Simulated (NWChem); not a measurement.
Molecule: sulfur dioxide (SO2); SMILES O=S=O

```xyz
3

O      1.2504     0.0000     0.3713
S      0.0000     0.0000    -0.3713
O     -1.2504     0.0000     0.3713
```
Atoms are numbered in this order, from 1.

Computed with NWChem. All runs use the structure optimised with PBE0/def2-SVP.

For level LC-BLYP (range parameter 0.33 per bohr)/def2-TZVP:

```yaml
highest occupied level (eV): -11.92
orbital gap (eV): 10.57
```

### Question
How do the values read with level MPW1K/def2-TZVP instead?

### Answer
* **highest occupied level (eV)**: -10.75
* **orbital gap (eV)**: 7.80
